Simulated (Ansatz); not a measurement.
**CH5P (SMILES C=[PH3]): the energy, rung by rung**

The species is CH5P (7 atoms), meant as a singlet with charge 0. SMILES: `C=[PH3]`. The coordinates come from a GFN2-xTB relaxation.

```xyz
7

C    -0.2817   -1.0503    0.3483
P     0.1491    0.5299   -0.0774
H     0.4219   -1.7700   -0.0654
H    -1.3020   -1.2690    0.0398
H     0.2974    1.2962   -1.2712
H    -0.6714    1.4276    0.5752
H     1.3867    0.8357    0.4507
```

Each level gives the energy change with the C1–H3 bond stretched from 1.088 to 1.360 Å (eV). The values are calculated.

| level | kind | program | value (eV) | CPU time (all runs) |
| --- | --- | --- | --- | --- |
| HF/STO-3G (restricted) | Hartree–Fock | Ansatz | 1.18 | 0.16 s |
| SVWN5/STO-3G (restricted) | LDA | Ansatz | 0.89 | 1.3 s |
| PBE/STO-3G (restricted) | GGA | Ansatz | 0.83 | 2 s |
| revPBE/STO-3G (restricted) | GGA | Ansatz | 0.81 | 2 s |
| r2SCAN/STO-3G (restricted) | meta-GGA | Ansatz | 0.92 | 4.2 s |
| PBE0/STO-3G (restricted) | global hybrid | Ansatz | 0.96 | 2 s |
| wB97M-V/STO-3G (restricted) | range-separated hybrid | Ansatz | 0.96 | 34 s |
| RPA@PBE/STO-3G (restricted) | RPA | Ansatz | 0.75 | 3 s |
| MP2/STO-3G (restricted) | perturbation theory | Ansatz | 0.94 | 0.18 s |
| CCSD/STO-3G (restricted) | coupled cluster or CI | Ansatz | 0.82 | 0.24 s |

The first shape isn't each level's own minimum. The values span 0.75 to 1.18 eV. All rows use very small basis sets, so none should be taken for the real molecule's value. Times are those of the runs behind each value, whatever else they computed, on shared processors of several kinds: orders of magnitude only.
